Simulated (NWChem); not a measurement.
Molecule: trifluoromethane (CHF3); SMILES FC(F)F

```xyz
5

F      0.8805     0.8805    -0.1272
C      0.0000     0.0000     0.3329
F      0.3223    -1.2028    -0.1272
F     -1.2028     0.3223    -0.1272
H      0.0000     0.0000     1.4360
```
Atoms are numbered in this order, from 1.

Program: NWChem. The geometry was optimised at PBE0/def2-SVP. B3LYP is NWChem's, with the RPA form of VWN correlation.

Q: Estimate the computed values for B3LYP/def2-SVPD. Quantities: highest occupied level (eV); orbital gap (eV); dipole (D).

A: 
```json
{
 "highest occupied level (eV)": "-11.23",
 "orbital gap (eV)": "11.68",
 "dipole (D)": "1.60"
}
```
